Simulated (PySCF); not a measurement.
C₂H₆N (doublet state).
Numbering: `[CH2:1][NH:2][CH3:3]` (hydrogens: H4, H5 on C1; H6 on N2; H7, H8, H9 on C3)

Cartesian coordinates in Å at the PBE0-D3(BJ)/def2-SVP level; atoms count from 1:
```
atom  x, y, z in Å
C1     1.318   -0.305   -0.173
N2     0.266    0.429    0.336
C3    -1.086    0.027    0.068
H4     1.178   -0.727   -1.172
H5     2.322    0.012    0.117
H6     0.416    0.798    1.268
H7    -1.375   -0.927    0.555
H8    -1.223   -0.105   -1.017
H9    -1.788    0.809    0.395
```

The hyperfine couplings belong to this conformer and change with its torsions.

Computed with PySCF, UKS B3LYP, IGLO-III on C N, pcH-1 on H, non-relativistic, mean-field spin-orbit, GIAO. Geometry: PBE0-D3(BJ)/def2-SVP; no solvent, vibrations or thermal averaging. No stability test was run, so a lower SCF solution isn't excluded.

Problem. Match the computed a_iso(13C) values +113.7, +4.5 MHz with the sites C1; C3.

Solution. 
```tsv
site	a_iso (MHz)	ρ(0) (bohr⁻³)	position	distance from C1 (Å)	spin population	largest |T| (MHz)
C1	+113.7	+0.1011	largest spin population	0.00	+0.89	124.2
C3	+4.5	+0.0040	2 bonds from C1	2.44	-0.02	3.4
```

Problem. The isotropic 1H couplings, averaged over equivalent nuclei, are -29.6, -27.6, +15.2, -3.4 MHz. Assign them to H4; H5; H6; H7/H8/H9.

Solution. 
```
    site  a_iso (MHz)  ρ(0) (bohr⁻³)                                            position  distance from C1 (Å)  bound to  spin population there  largest |T| (MHz)
      H4        -27.6        -0.0062                                   α, 1 bond from C1                  1.09        C1                  +0.89               30.0
      H5        -29.6        -0.0066                                   α, 1 bond from C1                  1.09        C1                  +0.89               30.5
      H6         -3.4        -0.0008  β, 2 bonds from C1, on N2 of spin population +0.17                  2.03        N2                  +0.17               20.9
H7/H8/H9        +15.2        +0.0034                                  γ, 3 bonds from C1                  2.96        C3                  -0.02                6.4
```

ρ(0) is the spin density at the nucleus and T the dipolar tensor; entries for several nuclei are means. The largest Mulliken spin populations are on C1 (+0.89) and N2 (+0.17). The angles at C1 add up to 351.2°, so it is slightly pyramidal.

β density exceeds α density at some nuclei, such as H5 (-0.0066) and H4 (-0.0062), spin density in bohr⁻³. In a single determinant that takes different orbitals for the two spins, that is spin polarisation.

Nuclei that the bonding pattern makes equivalent are averaged, as if the motion that swaps them (rotation, inversion, ring flip) were fast. H4 and H5 aren't averaged: C1 is flat or nearly so (angle sum 351°), and its turn about the short C1–N2 bond (1.38 Å) is taken as slow. The three 1H nuclei of mean +15.2 MHz run from 0.3 to 33.3 MHz in the frozen geometry.
